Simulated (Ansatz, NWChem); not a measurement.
# The same job for Ansatz

NWChem 7.3.0 runs this on SiH3O− (SMILES [O-][SiH3]):

run.py:
```python
from ase import Atoms
from ase.calculators.nwchem import NWChem

system = Atoms(['O', 'Si', 'H', 'H', 'H'], positions=[
    [-1.444170, 0.271390, 0.700100],
    [-0.082700, 0.015600, 0.039800],
    [-0.104440, -0.247420, -1.452600],
    [0.697830, -1.174610, 0.561420],
    [0.933480, 1.135040, 0.151280],
])

calc = NWChem(
    label='calc',
    theory='dft',
    memory='2200 mb',
    basis='STO-3G',
    basispar='spherical bse',
    charge=-1,
    dft={'xc': 'r2scan', 'mult': '1', 'grid': 'xfine', 'convergence': 'energy 1e-08', 'iterations': '100', 'mulliken': None},
)
system.calc = calc

forces = system.get_forces()
print(f"energy = {system.get_potential_energy():.6f} eV")
print("forces (eV/A):")
for s, f in zip(system.symbols, forces):
    print(f"{s:2s} {f[0]:10.5f} {f[1]:10.5f} {f[2]:10.5f}")
print("dipole (e A):", system.get_dipole_moment().round(4))
```

```bash
$ export ASE_NWCHEM_COMMAND="nwchem PREFIX.nwi > PREFIX.nwo"
$ python run.py
```

Geometry: relaxed at GFN2-xTB.

The HOMO lies above zero, from self-interaction, a short basis or an unbound electron. Without diffuse functions the anion is poorly described. The shape isn't stationary at this level (largest force 3.3 eV/Å).

It gives a total energy of -361.852723 Eh.

Problem. How is this level of theory, on these atoms, set up in Ansatz 0.2.0 as an input file of the program's own, asking for the energy?

Solution. One way, which was run:

in.yaml:
```yaml
crystal:
  periodic: [false, false, false]
  atoms:
    - {symbol: O, position_ang: [-1.444170, 0.271390, 0.700100]}
    - {symbol: Si, position_ang: [-0.082700, 0.015600, 0.039800]}
    - {symbol: H, position_ang: [-0.104440, -0.247420, -1.452600]}
    - {symbol: H, position_ang: [0.697830, -1.174610, 0.561420]}
    - {symbol: H, position_ang: [0.933480, 1.135040, 0.151280]}
basis:
  gaussian:
    orbitals: STO-3G
total_charge: -1
hamiltonian:
  xc: {name: r2SCAN}
accuracy: high
```

```bash
$ ansatz run in.yaml --threads 1 --pin off --max-ram 2610MiB --events-out events.jsonl --progress --plain --runs-dir runs
```

Its energy is -361.852722 Eh, the same as the first but for the last digit, at most.
